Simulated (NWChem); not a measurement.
NH, singlet; SMILES [NH]

Computed with NWChem. Pople sets run with spherical d functions. Low-valent species are run as closed-shell singlets; no triplet was tried in these runs. The geometry was optimised at PBE0/def2-SVP. Level: M05-2X/6-31G* with SMD (1 M gas to 1 M solution), gas-phase geometry.

Task: Order these by “solvation free energy (kcal/mol)”, lowest first: ethanol; water; cyclohexanone.

Result: water (-4.8), ethanol (-3.1), cyclohexanone (-2.5)
